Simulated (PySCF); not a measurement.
How the method moves the HOMO and LUMO of `[NH3+][BH2-]Cl`

Species: BClH5N.
Atom-mapped SMILES: `[NH3+:1][BH2-:2][Cl:3]` (hydrogens: H4, H5, H6 on N1; H7, H8 on B2)

Structure used (PBE0-D3(BJ)/def2-SVP), in Å, numbered top down from 1:
```xyz
8
BClH5N angstrom
N      0.7265    0.1092    0.2993
B     -0.8215   -0.3501    0.1249
Cl    -1.7701    1.0792    0.8358
H      0.9309    0.2822    1.2858
H      1.3759   -0.5970   -0.0520
H      0.8907    0.9851   -0.2013
H     -0.9455   -1.3672    0.7819
H     -0.9993   -0.4823   -1.0720
```

Basis pcSseg-2 throughout (PySCF), one geometry. Isolated species at its PBE0-D3(BJ)/def2-SVP geometry, gas phase.

Problem. How do the orbital energies, the gap and the dipole change with the method?

Solution. 
```csv
method,kind,HOMO (eV),LUMO (eV),gap (eV),μ (D),SCF cycles
BLYP,GGA,-5.82,-1.33,4.50,5.98,13
OPBE,GGA,-5.90,-1.18,4.71,6.04,13
PBE,GGA,-5.93,-1.27,4.66,6.00,12
B97-D,GGA,-5.94,-1.14,4.80,6.04,12
LDA,LDA,-6.00,-1.33,4.68,6.04,12
BP86,GGA,-6.03,-1.13,4.90,6.03,12
KT2,GGA,-6.03,-1.24,4.79,5.92,14
KT3,GGA,-6.07,-1.49,4.58,5.93,14
B3LYP,global hybrid,-7.04,-0.86,6.19,6.10,12
HF,Hartree–Fock,-10.50,1.75,12.25,6.38,10
```

The HOMO spans 4.67 eV, from BLYP down to HF, and the gap runs from 4.50 eV (BLYP) to 12.25 eV (HF). Over the methods BLYP (0 %), OPBE (0 %), PBE (0 %), B97-D (0 %), LDA (0 %), BP86 (0 %), KT2 (0 %), KT3 (0 %), B3LYP (20 %), HF (100 %), a straight line through the gap against the share of exact exchange rises by 0.75 eV for each 10 % (correlation coefficient 0.999). The dipole ranges from 5.92 D (KT2) to 6.38 D (HF). This basis has no diffuse functions.
